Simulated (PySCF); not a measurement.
3-methyl-1-butanethiol, C5H12S.
Z-matrix (Å and degrees, PBE0-D3(BJ)/def2-SVP geometry), rows numbered from 1:
```
C 
C   1  1.5255
C   2  1.5247  1  110.81
C   2  1.5318  1  112.34  3   123.84
C   4  1.5194  2  114.49  1    63.63
S   5  1.8184  4  114.20  2  -179.65
H   1  1.1009  2  111.05  3    54.65
H   1  1.1004  2  112.36  3   174.80
H   1  1.1030  2  110.73  3   -64.74
H   2  1.1067  1  107.89  3  -117.80
H   3  1.1011  2  111.53  1  -177.79
H   3  1.1010  2  111.39  1   -57.25
H   3  1.1028  2  110.79  1    62.43
H   4  1.1042  2  108.78  1  -174.64
H   4  1.1043  2  109.68  1   -59.30
H   5  1.1020  4  111.12  2    55.83
H   5  1.1008  4  111.17  2   -62.68
H   6  1.3508  5   96.60  4   -61.81
```

Level of theory: PBE0-D3(BJ)/def2-SVP geometry optimisation, gas phase in PySCF 2.14.0.

Take the most abundant isotopes and a rigid rotor. The values belong to one conformer with, in the numbering `[CH3:1][CH:2]([CH3:3])[CH2:4][CH2:5][SH:6]`, C1–C2–C4–C5 64°, C2–C4–C5–S6 180°, C4–C5–S6–H -62°.

Problem. Give the principal moments of inertia and the rotational constants in MHz.

Solution. Ia = 76.69, Ib = 450.65, Ic = 499.21 u·Å²; 505379 MHz·u·Å²/I gives A = 6590, B = 1121, C = 1012 MHz.

Problem. Classify the top.

Solution. A near-prolate asymmetric top. Ray's parameter κ = (2B − A − C)/(A − C) = -0.961; −1 is the prolate and +1 the oblate limit.

Problem. Is it planar, by Δ = Ic − Ia − Ib?

Solution. Not planar: Δ = Ic − Ia − Ib = -28.13 u·Å². For a rigid frame Δ = −2 Σ m c², so Σ m c² = 14.07 u·Å² lies off the ab plane: 9.48 from hydrogen and 4.59 from heavier atoms. The atom farthest from that plane is 1.50 Å away.

Problem. Give the coordinates in the principal-axis frame, origin at the centre of mass.

Solution. The sense of each axis is arbitrary; atoms in the order of the calculation.
| atom | mass (u) | a (Å) | b (Å) | c (Å) |
| --- | --- | --- | --- | --- |
| C1 | 12.000 | -2.023 | 1.351 | -0.227 |
| C2 | 12.000 | -1.642 | -0.021 | 0.320 |
| C3 | 12.000 | -2.669 | -1.071 | -0.087 |
| C4 | 12.000 | -0.239 | -0.453 | -0.117 |
| C5 | 12.000 | 0.882 | 0.431 | 0.401 |
| S6 | 31.972 | 2.544 | -0.083 | -0.131 |
| H7 | 1.008 | -3.044 | 1.629 | 0.077 |
| H8 | 1.008 | -1.349 | 2.145 | 0.127 |
| H9 | 1.008 | -1.993 | 1.353 | -1.330 |
| H10 | 1.008 | -1.642 | 0.042 | 1.425 |
| H11 | 1.008 | -2.427 | -2.059 | 0.335 |
| H12 | 1.008 | -3.680 | -0.798 | 0.255 |
| H13 | 1.008 | -2.706 | -1.178 | -1.184 |
| H14 | 1.008 | -0.062 | -1.487 | 0.228 |
| H15 | 1.008 | -0.188 | -0.490 | -1.219 |
| H16 | 1.008 | 0.854 | 0.505 | 1.500 |
| H17 | 1.008 | 0.790 | 1.458 | 0.015 |
| H18 | 1.008 | 2.528 | -1.296 | 0.464 |

Problem. Where do the levels up to J = 3 lie, in MHz?

Solution. Above 0(0,0):
J = 1: 1(0,1) 2134, 1(1,1) 7602, 1(1,0) 7711
J = 2: 2(0,2) 6400, 2(1,2) 11761, 2(1,1) 12088, 2(2,1) 28493, 2(2,0) 28494
J = 3: 3(0,3) 12795, 3(1,3) 17997, 3(1,2) 18652, 3(2,2) 34894, 3(2,1) 34902, 3(3,1) 62509, 3(3,0) 62509

Problem. Which lines would a microwave search look for?

Solution. The dipole components are |μa| = 1.50 D, |μb| = 0.37 D, |μc| = 0.79 D. Intensities carry the squares of the components, which stand as 1.00 : 0.06 : 0.28 (a : b : c). Some lines, for components of 0.1 D or more:

```tsv
type	branch	J(Ka,Kc)	MHz	lower level (cm⁻¹)
a	Q	2(1,1) ← 2(1,2)	327	0.392
a	R	1(0,1) ← 0(0,0)	2134	0.000
a	R	2(1,2) ← 1(1,1)	4159	0.254
a	R	2(0,2) ← 1(0,1)	4266	0.071
a	R	2(1,1) ← 1(1,0)	4377	0.257
c	Q	2(1,2) ← 2(0,2)	5361	0.213
c	Q	1(1,1) ← 1(0,1)	5468	0.071
b	Q	1(1,0) ← 1(0,1)	5577	0.071
b	Q	2(1,1) ← 2(0,2)	5688	0.213
b	R	1(1,1) ← 0(0,0)	7602	0.000
c	R	1(1,0) ← 0(0,0)	7711	0.000
b	R	2(1,2) ← 1(0,1)	9627	0.071
c	R	2(1,1) ← 1(0,1)	9954	0.071
c	Q	2(2,1) ← 2(1,1)	16405	0.403
b	Q	2(2,0) ← 2(1,1)	16406	0.403
b	Q	2(2,1) ← 2(1,2)	16732	0.392
b	R	2(2,1) ← 1(1,0)	20781	0.257
c	R	2(2,0) ← 1(1,0)	20783	0.257
c	R	2(2,1) ← 1(1,1)	20891	0.254
b	R	2(2,0) ← 1(1,1)	20892	0.254
```

Whether it is a minimum is left open (no frequencies). These are rigid-rotor constants of the computed structure; measured ground-state constants (B0) also hold zero-point vibration. A rigid rotor knows nothing of internal rotation, which can split or shift real lines.

Time: 35 s; peak memory 0.78 GiB. Hardware: Arm Neoverse V1, one thread, shared host. That covers the optimisation of the geometry.
